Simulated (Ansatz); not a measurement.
HCSi, quartet: the ladder up to UCCSDT(Q)

Geometry: a PBE0/def2-TZVP stationary point for this spin, not checked as a minimum.

```tsv
atom	x (Å)	y (Å)	z (Å)
Si	0.0000	0.0326	0.6172
C	0.0000	-0.1270	-1.2686
H	0.0000	0.6065	-2.0825
```

Basis cc-pVTZ; Ansatz 0.2.0. Only valence electrons are correlated (noble-gas cores frozen), which leaves 9 electrons in 72 orbitals. R marks a restricted (for open shells ROHF) determinant, U an unrestricted one. Active spaces: valence = (9e, 9o) chosen from the atoms' valence shells.

Full CI isn't at hand for all of this; UCCSDT(Q) serves as the reference, and is uncertain by about the last step of the cluster series. The frozen core follows each run's orbitals, which can shift R against U totals by a few meV.

```
UHF ⟨S²⟩                          : 3.792
T1 diagnostic (RCCSD)             : 0.0302
largest doubles amplitude (RCCSD) : 0.058
T1 diagnostic (UCCSD)             : 0.0304
```

```
                   level  E − E(UCCSDT(Q)) (kJ/mol)  share of correlation (%)     wall time
                     RHF                      608.2                      0.00             –
                     UHF                      583.5                      4.07             –
                    RMP2                      113.9                     81.28             –
                    UMP2                      118.7                     80.48             –
                   RCCSD                       28.5                     95.31             –
                   UCCSD                       27.7                     95.44             –
                RCCSD(T)                        5.4                     99.12          12 s
                UCCSD(T)                        5.4                     99.11          14 s
                 BCCD(T)                        5.3                     99.13          14 s
                  RCCSDT                        1.4                     99.78             –
                  UCCSDT                        1.2                     99.81             –
               RCCSDT(Q)                        0.2                     99.96   35 s (H100)
  CASSCF (valence space)                      451.6                     25.76             –
  NEVPT2 (valence space)                      105.4                     82.68           6 s
  MRCISD (valence space)                       40.8                     93.29             –
MRCISD+Q (valence space)                        8.5                     98.61  8.5 s (H100)
```

The correlation energy at UCCSDT(Q), counted from RHF, is -6.304 eV. That run took 26 s on 2 threads of AMD EPYC 7R13 with a shared H100 80 GB, shared host.

Times hold each run's SCF and search for its determinant on a shared host, so for small cases they say little of a method's own cost; rows without a card ran on 1 thread of AMD EPYC 7R13.

Natural occupations of CASSCF (valence space) about the gap: 1.981 1.976 1.932 1.003 0.998 0.996 0.066 0.026 0.022; effectively unpaired electrons, Σ n²(2−n)², 3.04.
